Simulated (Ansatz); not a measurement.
in.yaml

```yaml
crystal:
  periodic: [false, false, false]
  atoms:
    - {symbol: Ga, position_ang: [0.000000, -0.069543, 0.888688]}
    - {symbol: B, position_ang: [0.000000, 1.159402, -0.778760]}
    - {symbol: P, position_ang: [0.000000, -0.248130, -1.728650]}
basis:
  gaussian: {orbitals: cc-pVDZ}
total_charge: 1
magnetization: {spin_polarized: true, initial_magnetization: 0}
hamiltonian: {xc: {name: wB97M-V}}
output: {orbitals: {seedname: orbitals}}
```

```sh
$ ansatz run in.yaml --threads 1 --pin off --events-out ev --progress --plain --max-ram 2393MiB
```

Log:

```
  # Of w^i u^j: cxij and so on, Table III.
  gx(w, u) = 1 - cx + cx01*u + cx10*w
  gss(w, u) = css00 + css04*u^4 + css10*w + css20*w^2 + css43*w^4*u^3
  gos(w, u) = cos00 + cos10*w + (cos20 + cos21*u)*w^2 + (cos60 + cos61*u)*w^6
      + integral(e_c_pw_mod_opposite_spin*gos(b97_w_opposite, b97_u_opposite)) + vv10(b, c)
649 factors; integrals over basis functions are off by at most 8.0e-4 eV
179 factors; integrals over basis functions are off by at most 5.7e-6 eV
mean field evaluation 1: about -62322.2426 eV, gradient 2.3e1 eV
mean field evaluation 2: about -62318.8357 eV, gradient 3.3e1 eV
mean field evaluation 4: about -62327.1303 eV, gradient 9.5e-1 eV
mean field evaluation 8: about -62327.1914 eV, gradient 1.6e-1 eV
mean field evaluation 16: about -62327.1946 eV, gradient 9.0e-4 eV
mean field evaluation 32: about -62326.4321 eV, gradient 5.0e0 eV
mean field evaluation 64: about -62327.2244 eV, gradient 1.2e0 eV
mean field -62327.41327968 eV, -2290.4901909901 hartree, gradient 2.0e-5 eV, S^2 0.825266; 9 other end points of the search recorded, 0 dependent functions left out
reference -62327.41331516 eV, -2290.4901922941 hartree; 25, 25 occupied and 34, 34 virtual orbitals, 649 factors
Total energy: -62327.41331516 eV, -2290.4901922941 hartree
```

Ran on 1 thread of Arm Neoverse V1, shared host: 44 s wall, 0.28 GiB peak host memory.
